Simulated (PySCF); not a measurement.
First hyperpolarisability of `CC[C@H](C)SC`, C$_{5}$H$_{12}$S

Computed with quadratic response CAM-B3LYP/aug-cc-pVDZ first hyperpolarisability, Taylor convention, gas phase in PySCF. Geometry: PBE0-D3(BJ)/def2-SVP.

Input:
```
{"job": {"kind": "beta", "xc": "CAM-B3LYP", "basis": "aug-cc-pVDZ"}, "charge": 0, "multiplicity": 1}
C     -1.940614    -1.043681     0.128010
C     -1.139855     0.128764    -0.409197
C     -0.092724     0.684772     0.553978
C      0.573961     1.942904     0.019460
S      1.128481    -0.563234     1.105189
C      1.920168    -1.030473    -0.447478
H     -2.661840    -1.410190    -0.617644
H     -2.506285    -0.758680     1.029657
H     -1.276474    -1.874682     0.409298
H     -1.819152     0.959193    -0.671769
H     -0.644537    -0.149747    -1.356141
H     -0.592906     0.926747     1.508552
H     -0.175543     2.731965    -0.154537
H      1.325100     2.324349     0.725341
H      1.074921     1.752838    -0.942905
H      2.704359    -1.753570    -0.183362
H      2.397628    -0.174268    -0.946288
H      1.221323    -1.520550    -1.141662
```
Coordinates are in Å.

Command: `OMP_NUM_THREADS=1 python excited_run.py task.json out`

What does the run print?

DR is the depolarisation ratio; parallel is 3/5 of the vector part along the dipole.
```
coarse grid: 14496 points
cycle   1  E = -595.8040870324  dE =  4.775e-01  |g| = 2.972e-01  |ddm| = 1.160e+01
cycle   2  E = -595.8208079535  dE = -1.672e-02  |g| = 2.148e-01  |ddm| = 1.773e+00
cycle   3  E = -595.8326991413  dE = -1.189e-02  |g| = 2.731e-02  |ddm| = 7.406e-01
cycle   4  E = -595.8329047254  dE = -2.056e-04  |g| = 1.076e-02  |ddm| = 1.179e-01
cycle   5  E = -595.8329358454  dE = -3.112e-05  |g| = 2.817e-03  |ddm| = 3.754e-02
cycle   6  E = -595.8329381044  dE = -2.259e-06  |g| = 8.124e-04  |ddm| = 1.150e-02
final grid: 132256 points
cycle   7  E = -595.8518156435  dE = -2.115e-05  |g| = 4.045e-03  |ddm| = 1.504e-01
cycle   8  E = -595.8518159758  dE = -3.324e-07  |g| = 3.954e-03  |ddm| = 2.822e-02
cycle   9  E = -595.8518200274  dE = -4.052e-06  |g| = 3.272e-04  |ddm| = 1.084e-02
cycle  10  E = -595.8518200538  dE = -2.645e-08  |g| = 1.367e-04  |ddm| = 1.608e-03
cycle  11  E = -595.8518200588  dE = -4.941e-09  |g| = 2.761e-05  |ddm| = 5.654e-04
cycle  12  E = -595.8518200590  dE = -2.376e-10  |g| = 7.663e-06  |ddm| = 1.032e-04
converged SCF energy = -595.8518200590

Lowest singlets (eV, f): 5.3271 0.0007  5.7254 0.0253  6.1438 0.0065

First hyperpolarisability (au)
process     nm      |vector|   parallel      HRS      DR
static         -       80.56      39.03      38.31   3.482
shg       1907.0       86.17      41.57      40.89    3.49
eope      1907.0       82.36      39.85          -       -
shg       1064.0      100.88      48.17      47.66   3.506
eope      1064.0       86.58      41.75          -       -
```

It took 55 s wall time on 1 thread of an Arm Neoverse V2, shared host, peak memory 1 GiB.
